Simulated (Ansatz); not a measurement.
Consider the atomization: `ClCC1=CN1` → 3 C• + Cl• + 4 H• + N•.

Computed with Ansatz on PBE0-D4/def2-TZVP structures; ΔE is electronic, products minus reactants. CCSD(T)/CBS is the MP2 limit (def2-TZVPP, def2-QZVPP) plus CCSD(T) − MP2 in def2-TZVPP, frozen cores. This one scheme is used for every species, atoms too. DFT in def2-TZVPP. Open shells (•) are unrestricted, without spin–orbit coupling. Spin–orbit coupling would lower the free atoms: a little for C, Cl. Each species was taken in one conformer, which may not be the lowest.

```csv
level,ΔE (kJ/mol)
B97M-V,3410.9
PBE-QIDH,3390.9
HF/def2-TZVPP,2263.1
SCS-MP2/def2-QZVPP,3415.5
```

(1) What does CCSD(T)/CBS give? (Best estimate.)

Largest T1 diagnostic among the species: 0.010.

Answers

(1) The calculation gave: +3389.9 kJ/mol. The listed levels differ from it by 21.0, 1.0, -1126.8, 25.6 kJ/mol.

In def2-TZVPP, CCSD(T) changes the Hartree–Fock value by +1019.2 kJ/mol (the triples alone add +78.8 kJ/mol) and MP2 by +1117.3 kJ/mol; breaking electron pairs costs correlation energy, which Hartree–Fock lacks. At CCSD(T), def2-SVP lies −198.1 kJ/mol from the extrapolated value and def2-TZVPP −107.7 kJ/mol: correlation converges slowly with the basis, and small sets miss more of it in the bonded molecule than in its fragments.

For atomizations the MP2-based limit and the directly extrapolated one differ by several kJ/mol either way, and by 10 to 25 for some Ge, Se and Sn compounds, so smaller differences from it don't rank the levels.
